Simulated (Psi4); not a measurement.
Process, species as SMILES: S (H2S) + H+ → [SH3+]
B3LYP-D3(BJ)/def2-TZVP geometries, fixed; electronic energies without zero-point terms; positive where energy is released.
Largest species:
```xyz
4

S      0.1049    -0.0008     0.0446
H     -0.3243     0.9941    -0.7736
H     -0.3450    -0.9973    -0.7604
H     -1.0094     0.0159     0.8202
```
Charge +1, spin multiplicity 1.

Basis-set convergence of the proton affinity at MP2 with Psi4. Cartesian d functions, on some or all atoms, in 6-31G*, 6-31+G*; all else is spherical. Density fitting with the program's default auxiliary sets. Cores are frozen. Psi4's default fitting sets serve the pcseg sets less well. No added dispersion term, no relativity. Functions are those of the species that has most. Reference: Hartree-Fock in aug-cc-pV(Q+d)Z plus the correlation part extrapolated as X^-3 from aug-cc-pV(T+d)Z and aug-cc-pV(Q+d)Z, 172.83 kcal/mol, itself unsure by roughly 0.18 kcal/mol (a third of the extrapolation step and of the last Hartree-Fock step). Deviations are taken from unrounded values.

| basis | functions | proton affinity (kcal/mol) |
|---|---|---|
| 6-31G* | 25 | 172.07 |
| 6-31+G* | 29 | 171.88 |
| def2-SVP | 33 | 178.38 |
| def2-SVPD | 51 | 173.56 |
| pcseg-1 | 33 | 175.30 |
| aug-pcseg-1 | 54 | 174.58 |
| cc-pV(D+d)Z | 38 | 177.14 |
| aug-cc-pV(D+d)Z | 59 | 173.36 |
| 6-311G** | 44 | 177.73 |
| 6-311+G** | 48 | 177.72 |
| def2-TZVP | 55 | 173.48 |
| def2-TZVPD | 73 | 172.87 |
| pcseg-2 | 76 | 176.52 |
| aug-pcseg-2 | 119 | 174.35 |
| cc-pV(T+d)Z | 81 | 174.53 |
| aug-cc-pV(T+d)Z | 124 | 173.50 |
| def2-TZVPP | 84 | 174.62 |
| def2-TZVPPD | 102 | 174.05 |
| cc-pV(Q+d)Z | 154 | 173.64 |
| aug-cc-pV(Q+d)Z | 227 | 173.19 |
| def2-QZVPP | 160 | 173.63 |
| def2-QZVPPD | 178 | 173.49 |
| pcseg-3 | 163 | 174.04 |
| aug-pcseg-3 | 236 | 173.66 |

What the diffuse functions change, pair by pair:
- 6-31G* to 6-31+G*: 4 more functions, deviation -0.77 to -0.95 kcal/mol
- def2-SVP to def2-SVPD: 18 more functions, deviation 5.55 to 0.73 kcal/mol
- pcseg-1 to aug-pcseg-1: 21 more functions, deviation 2.47 to 1.74 kcal/mol
- cc-pV(D+d)Z to aug-cc-pV(D+d)Z: 21 more functions, deviation 4.31 to 0.53 kcal/mol
- 6-311G** to 6-311+G**: 4 more functions, deviation 4.90 to 4.88 kcal/mol
- def2-TZVP to def2-TZVPD: 18 more functions, deviation 0.65 to 0.04 kcal/mol
- pcseg-2 to aug-pcseg-2: 43 more functions, deviation 3.69 to 1.52 kcal/mol
- cc-pV(T+d)Z to aug-cc-pV(T+d)Z: 43 more functions, deviation 1.70 to 0.67 kcal/mol
- def2-TZVPP to def2-TZVPPD: 18 more functions, deviation 1.79 to 1.22 kcal/mol
- cc-pV(Q+d)Z to aug-cc-pV(Q+d)Z: 73 more functions, deviation 0.81 to 0.35 kcal/mol
- def2-QZVPP to def2-QZVPPD: 18 more functions, deviation 0.80 to 0.66 kcal/mol
- pcseg-3 to aug-pcseg-3: 73 more functions, deviation 1.20 to 0.83 kcal/mol

Leaving out the reference's own pair, they bring the value nearer the reference by more than 0.18 kcal/mol in 8 of 11 pairs.
